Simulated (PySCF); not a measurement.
P2, optimised at PBE/def2-SVP:

```xyz
2

P      0.0034    -0.7059     0.6471
P     -0.0034     0.7059    -0.6471
```

Computed with PySCF (xtb for GFN2) and rigid-rotor harmonic-oscillator thermochemistry at 1 bar. 6-31G* has spherical d functions here. All species are closed-shell singlets. B3LYP is the form with VWN-RPA correlation.

Question: List the harmonic frequencies (cm⁻¹, unscaled) at this level and at the other levels, each on its own geometry.

Answer: 
- PBE/def2-SVP: 783
- B3LYP/6-31G*: 798
- GFN2-xTB: 909
- HF/6-31G*: 908
- PBE0/def2-TZVP: 833
